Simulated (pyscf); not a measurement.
7 gas-phase steps of one pattern: four-centre exchange on the singlet surface, Cl–H + Ge–S or Cl–H + Se–Si or Cl–H + S–Si or F–H + Ge–S or F–H + Ge–Se or F–H + Se–Si or F–H + S–Si broken and Cl–Ge + H–S or Cl–Si + H–S or Cl–Si + H–Se or F–Ge + H–S or F–Ge + H–Se or F–Si + H–S or F–Si + H–Se formed. Single points on ωB97X-D3(BJ)/def2-SVP structures (PySCF, gas phase). Correlated levels are frozen-core, on RHF or UHF. ΔMP2 is the change of the MP2 total energy from the triple- to the quadruple-zeta basis. Electronic energies in eV, from the separated reactants; ΔE‡ at CCSD(T)/def2-TZVPP + ΔMP2(QZVPP), beside the barrier at PBE/def2-TZVP on the same structures. Rows were drawn at random from the steps of this pattern with a verified saddle, stable references and no exit in the data more than 5 kcal/mol lower.

```
row                             step  ΔE‡(PBE)   ΔE‡
---  -------------------------------  --------  ----
1        H₃Si–SH + HF → H₂S + F–SiH₃      0.75  1.19
2      H₃Si–SeH + HF → H₂Se + F–SiH₃      0.78     ?
3      H₃Si–SH + HCl → H₂S + H₃Si–Cl      0.89  1.23
4    H₃Si–SeH + HCl → H₂Se + H₃Si–Cl      1.00  1.33
5      HS–GeH₃ + HCl → H₂S + Cl–GeH₃      0.88  1.25
6        HS–GeH₃ + HF → H₂S + F–GeH₃      0.84  1.32
7      H₃Ge–SeH + HF → H₂Se + F–GeH₃      0.90  1.37
```

Problem. From a straight line through the complete rows, estimate the missing barrier and say how far the line can be trusted.

Solution. Over the 6 complete rows the means are +0.88 (ΔE‡(PBE)) and 1.28 (ΔE‡); least squares gives b = 0.52 and a = 0.83 eV, with residuals of 0.05 eV (root mean square; largest 0.07, row 7). For row 2: 0.83 + 0.52 × (+0.78) = 1.24 eV. The computed barrier is 1.20 eV, 0.04 under the line. The scatter is large against the spread of the barriers, so the line says little here. Each barrier is that of the saddle found. The CCSD(T) − MP2 part came from Ansatz, without density fitting, on the same reference. The frozen core leaves the outer d or s,p core shells of the metals and heavy elements correlated in the MP2 and CC values, and def2-TZVPP describes them poorly, which can shift differences by a few kcal/mol. Elements up to Kr have no core potential and no relativistic terms here.
